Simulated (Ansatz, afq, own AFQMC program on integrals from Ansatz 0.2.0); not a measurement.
Two steps: Ansatz 0.2.0 writes the Fock matrix and Cholesky factors of the valence space, and afq projects on them the lowest state that overlaps trial and start.

```yaml
crystal:
  periodic: [false, false, false]
  atoms:
    - {symbol: B, position_ang: [0.000000, 0.000000, 0.095674]}
    - {symbol: C, position_ang: [0.000000, 0.000000, -1.368483]}
    - {symbol: H, position_ang: [0.000000, 0.000000, 1.272810]}
basis:
  gaussian: {orbitals: 6-31G}
magnetization: {spin_polarized: false}
correlation: {method: ccsd_t, electrons: outside_noble_gas, hamiltonian_folder: ham}
```

```sh
$ ansatz run in.yaml --threads 1 --pin off --events-out ev --progress --plain --max-ram 16896MiB --backend cuda --devices 0, --max-vram 18GiB
```

afq runs on the folder ham with

```
--method phaseless --trial hf --walkers 4000 --populations 20 --least-time 40 --time-step 0.005 --steps-per-block 20 --equilibration-blocks 112 --max-blocks 4000 --target-error 0.0008500 --factor-cut 1e-05 --seed 4111 --taylor-order 6
```

Times are imaginary, in 1/Eh. The walk had a cap of 49 s. With eight or more populations the least sampling time is a fifth of least-time, and the error comes from their spread.

afq prints:

```
orbitals 18  electrons 4 4  factors 112 of 285
reference energy -62.86728990 Eh
CCSD correlation -0.13792524 Eh in 16 cycles, weight of the determinant in the CISD state 0.8811
energy of the start -62.867290 Eh
 block  time / (1/Eh)  mean weight  energy / Eh
     1     0.100  1.0004  -62.887924
     2     0.200  1.0006  -62.905035
     3     0.300  1.0008  -62.919134
     4     0.400  1.0007  -62.931789
     5     0.500  1.0005  -62.940178
    10     1.000  1.0003  -62.969873
    31     3.100  0.9999  -63.009616
    41     4.100  0.9998  -63.002091
    56     5.600  1.0000  -63.010117
    81     8.100  1.0003  -63.012689
   106    10.600  1.0001  -63.008765
   131    13.100  1.0000  -63.007172
   141    14.100  1.0002  -63.022534
   156    15.600  1.0001  -63.012929
   181    18.100  0.9998  -63.020459
   206    20.600  0.9999  -63.013493
   231    23.100  1.0003  -63.012896
error from the spread of 20 populations
energy -63.013025 +/- 0.000752 Eh
(rows thinned)
```

The run passed its tests (sampling time, drift between the halves within three errors, error under three times the target), which doesn't prove that it has relaxed.

Against this walk (error 20.5 meV) on the same determinant: CCSD(T) 95.9 meV higher, CCSDT(Q) 21.8 meV higher (within the noise), CCSDTQ 1.4 meV lower (within the noise), full CI 4.5 meV lower (within the noise), a separate phaseless walk with a CISD trial and standard settings 68.9 ± 20.8 meV higher. The error is statistical and leaves out the bias of the constraint. The determinant is a poor start (see the cautions), so the low cluster orders aren't to be relied on, and full CI is the sure value.

Cautions: constraint bias not in the error; higher spins were not checked; restricted determinant unstable towards unrestricted (UHF 925 meV lower, ⟨S²⟩ 1.00); the CCSDTQ amplitudes may be one of several solutions (largest double 0.95); the determinant fills πx and πy unequally, so it mixes two states of the linear molecule, and each level undoes that mixture to a different degree, while full CI gives the lower state, and by Hund's rule a triplet of that filling probably lies lower still; CCSDTQ on the UHF determinant differs (800 meV lower), perhaps since the unrestricted series falls towards higher spin.

The walk took 18 s on 1 × NVIDIA H100 80GB HBM3 with 2 threads of AMD EPYC 7R13 Processor (Zen 3) (shared host) (the card was shared). The log's last line is the phaseless energy.

CCSDT and higher add their correlation energy to the determinant of the CCSD(T) run, since their own runs factorise the integrals more tightly (a shift of under 2 meV).
